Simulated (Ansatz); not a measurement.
**B2SiH (sextet): the correlation ladder, def2-QZVPP**

One table from this session's results is given with a row withheld; the runs are named, their logs left out.

Method: def2-QZVPP, core rule «outside noble gas», up to 7 orbitals frozen; program: Ansatz 0.2.0, Gaussian basis.

To be run: UHF; ROHF; CCSD(T) on UHF.

**The geometry**

The geometry is a PBE0/def2-TZVP stationary point (not a proven minimum) of the parent state, kept for this charge and spin.

4 atoms, charge 0, spin multiplicity 6.

Atoms are counted from 1 here; the program's logs count them from 0.

Bond lengths: B1–Si2 1.995 Å, B1–B3 1.731 Å, Si2–B3 1.946 Å, B3–H4 1.188 Å. Angles: Si2–B1–B3 62.5°, B1–Si2–B3 52.1°, B1–B3–Si2 65.4°, B1–B3–H4 134.1°, Si2–B3–H4 160.5°.

The first run:

Input file in.yaml:

```yaml
crystal:
  periodic: [false, false, false]
  atoms:
    - {symbol: B, position_ang: [0.000000, -1.102278, -0.760213]}
    - {symbol: Si, position_ang: [0.000000, 0.151019, 0.792273]}
    - {symbol: B, position_ang: [0.000000, 0.594686, -1.102049]}
    - {symbol: H, position_ang: [0.000000, 1.236325, -2.101784]}
basis:
  gaussian: {orbitals: "def2-QZVPP.json"}
magnetization: {spin_polarized: true, initial_magnetization: 5}
hamiltonian: {xc: hf}
output: {orbitals: {seedname: orbitals}}
```

Launch:

```
> ansatz run in.yaml --threads 1 --pin off --events-out ev --progress --plain --max-ram 2393MiB
```

Steps of the session up to this table: UHF; ROHF; CCSD(T) on UHF.

One table of the session follows, with a row left open; its other results are not shown here.

```
  method  from UCCSD(T) (kJ/mol)
    ROHF                  +733.3
     UHF                  +718.1
    UMP2                       ?
   UCCSD                   +40.5
UCCSD(T)                       0
```

Estimate the missing values for UMP2.

**Answer.** from UCCSD(T) (kJ/mol): +127.3. In the column «from UCCSD(T) (kJ/mol)» it lies between UCCSD (+40.5) and UHF (+718.1).
